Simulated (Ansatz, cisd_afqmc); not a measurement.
System: CH₃, charge 0, doublet. CH3 (SMILES [CH3], doublet).
HTBH set geometry:
```xyz
4

C      0.0000     0.0000     0.0000
H      0.0000     0.0000     1.0773
H      0.0000     0.9330    -0.5387
H      0.0000    -0.9330    -0.5387
```
Charge 0, spin multiplicity 2.

Total energies in aug-cc-pVTZ, 7 correlated electrons, 1 frozen orbitals. Radicals and triplets start from unrestricted determinants; spin-orbit coupling is neglected. Correlated methods leave the cores frozen. No relativity. AFQMC is phaseless with a CISD trial state; ± is one standard error, without the phaseless bias. Outlying blocks are dropped, and bars are widened where a walk drifts. Over all cases where full CI ran beside it in this data, AFQMC minus full CI had a median of +0.1 mEh and passed +0.4 mEh in a tenth of the cases.

```
method         program        energy (Eh)  minus CCSDT(Q) (mEh)
----------  ----------  -----------------  --------------------
HF              Ansatz          -39.57801                186.25
MP2             Ansatz          -39.73831                 25.95
CCSD            Ansatz          -39.75868                  5.58
CCSD(T)         Ansatz          -39.76365                  0.61
CCSDT(Q)        Ansatz          -39.76426                  0.00
AFQMC/CISD  cisd_afqmc  -39.7641 ± 0.0002             0.1 ± 0.2
```

Rough core times of Ansatz's runs on a shared machine: CCSD(T) under 20 s, CCSDT(Q) 9 min.

Ansatz is a quantum-chemistry and plane-wave program.
